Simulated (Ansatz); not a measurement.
# AlCl2H: the cost of one run

Program: Ansatz 0.2.0. Level of theory: RKS PBE/def2-SVP. These are calculated values, not measurements.

### 1 The system as given

Bond lengths: Al1–H2 1.760 Å, Al1–Cl3 2.430 Å, Al1–Cl4 2.230 Å. Angles: H2–Al1–Cl3 50.0°, H2–Al1–Cl4 150.7°, Cl3–Al1–Cl4 159.3°.

Structure file:

```xyz
4

Al    0.0000    0.0000    0.0000
H     0.8998    0.0000    1.5126
Cl    2.3982    0.0000    0.3916
Cl   -1.9312    0.0000   -1.1150
```

### 2 Pulling towards end A

Springs on the bonds that form and break draw the guess towards this end; the thresholds are loose.

Contents of input.yaml:

```yaml
crystal:
  periodic: [false, false, false]
  atoms:
    - { symbol: Al, position_ang: [0.0, 0.0, 0.0] }
    - { symbol: H, position_ang: [0.8998, 0.0, 1.5126] }
    - { symbol: Cl, position_ang: [2.3982, 0.0, 0.3916] }
    - { symbol: Cl, position_ang: [-1.9312, 0.0, -1.115] }
basis:
  gaussian: { orbitals: def2-SVP }
hamiltonian:
  xc: pbe
relax:
  f_tol: 0.15
  max_steps: 25
  restrain:
    - { distance: [1, 2], at: 2.57, k: 30.0 }
    - { distance: [0, 1], at: 1.56, k: 30.0 }
    - { distance: [0, 2], at: 2.23, k: 30.0 }
output:
  orbitals: {}
```

The run is started by

```sh
$ ansatz run input.yaml --threads 1 --pin off --max-ram 2048MiB --backend cpu --events-out ev --progress --plain --runs-dir out
```

**Question.** How long does this run take on 1 thread of Arm Neoverse V1, shared host, and how much memory does it need?

About 8.6 s, with a peak of 0.11 GiB.
